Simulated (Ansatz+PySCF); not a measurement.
Two shapes of singlet C2H2.

Shape 1:

```xyz
4

C     0.0000    0.0000   -0.4780
C     0.0000    0.0000    0.8219
H     0.0000   -0.9481   -1.0317
H     0.0000    0.9481   -1.0317
```

Shape 2:

```xyz
4

C     0.0000    0.0000   -0.5163
C     0.0000    0.0000    0.8877
H     0.0000   -1.0240   -1.1142
H     0.0000    1.0240   -1.1142
```

Basis set: def2-SVP (spherical functions). Frozen core: 2 orbitals. Charge 0, multiplicity 1.

Computed with Ansatz (development build ahead of 0.2.0); each method stands on the lowest determinant of its kind that the runs found.

(1) Which shape is lower in energy, and by how much in each method?

Results:

(1)

```json
{"method": "RHF", "E(2) − E(1) (eV)": "0.694"}
{"method": "RHF-MP2", "E(2) − E(1) (eV)": "0.494"}
{"method": "UHF-MP2", "E(2) − E(1) (eV)": "0.847"}
{"method": "RHF-CCSD", "E(2) − E(1) (eV)": "0.463"}
{"method": "RHF-CCSD(T)", "E(2) − E(1) (eV)": "0.424"}
```

Shape 1 is lower. Caution for UHF-MP2: the unrestricted determinant is spin contaminated; the determinant breaks the point group; another reference gives a lower total.
